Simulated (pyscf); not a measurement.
Elementary routes open to H₃C–F + InH₃ in the gas phase (singlet surface):
A. CH₄ + F–InH₂ (C–F, H–In broken; C–H, F–In formed)
B. H₃C–InH₂ + HF (C–F, H–In broken; C–In, F–H formed)

Optimised with ωB97X-D3(BJ)/def2-SVP in PySCF. MP2 and CC: frozen core, UHF for open shells. ΔMP2 is the change of the MP2 total energy from the triple- to the quadruple-zeta basis.

### Question
Rank the routes by free-energy barrier at 1200 K, lowest first, for CCSD(T)/def2-TZVPP + ΔMP2(QZVPP) energies (ideal gas, 1 atm, RRHO with modes under 100 cm⁻¹ raised to 100, one conformer, R ln 2 for chiral ones without a mode under 150 cm⁻¹).

### Answer
A (4.09 eV), B (4.18 eV)

Route A is the fastest of these, ahead of the next by 0.09 eV. The most stable products are those of A (ΔG = -1.85 eV), so kinetics and thermodynamics agree. At 298 K A is still the fastest. A: On the reactant side the descent ends in an adduct with a F–In contact (not fully relaxed), 0.38 eV under the separated species and 3.07 eV under the saddle at ωB97X-D3(BJ)/def2-TZVP. On the product side the descent ends in a complex (not fully relaxed), 0.19 eV under the separated species and 4.72 eV under the saddle at ωB97X-D3(BJ)/def2-TZVP. B: On the product side the descent ends in a complex, 0.23 eV under the separated species and 4.19 eV under the saddle at ωB97X-D3(BJ)/def2-TZVP. Only these routes are compared; each barrier is that of the saddle found, and lower ones may exist. A restricted solution here is unstable towards spin polarisation, so biradical character is likely and single-reference numbers are less safe. The CCSD(T) − MP2 part came from Ansatz, without density fitting, on the same reference. The largest closed-shell T1 diagnostic is 0.037, which may signal static correlation. The frozen core leaves the outer d or s,p core shells of the metals and heavy elements correlated in the MP2 and CC values, and def2-TZVPP describes them poorly, which can shift differences by a few kcal/mol. Elements past Kr carry the def2 core potentials, without spin-orbit coupling.
